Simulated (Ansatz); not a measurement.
A calculation with Ansatz (development build ahead of 0.2.0).

```yaml
crystal:
  periodic: [false, false, false]
  atoms:
    - { symbol: C, position_ang: [-0.00975, 0.02275, -0.75815] }
    - { symbol: C, position_ang: [0.00721, -0.02349, 0.76652] }
    - { symbol: O, position_ang: [0.00376, 1.05732, -1.36344] }
    - { symbol: O, position_ang: [0.0017, -1.06418, 1.36715] }
    - { symbol: H, position_ang: [0.00277, -0.97666, -1.24341] }
    - { symbol: H, position_ang: [-0.00114, 0.98971, 1.24974] }
basis:
  gaussian: { orbitals: def2-TZVP }
hamiltonian:
  xc: hf
correlation:
  method: mp2
  frozen_orbitals: { C: 1, H: 0, O: 1 }
```

The input is written out in the form of the current development build from the run's settings.

The run gave:

| Item | Value |
| --- | --- |
| Converged | yes |
| Reference energy | -226.68541 hartree |
| Correlation energy | -0.75780 hartree |
| Total energy | -227.44321 hartree |
| Spin squared of the determinant | 0.000 |
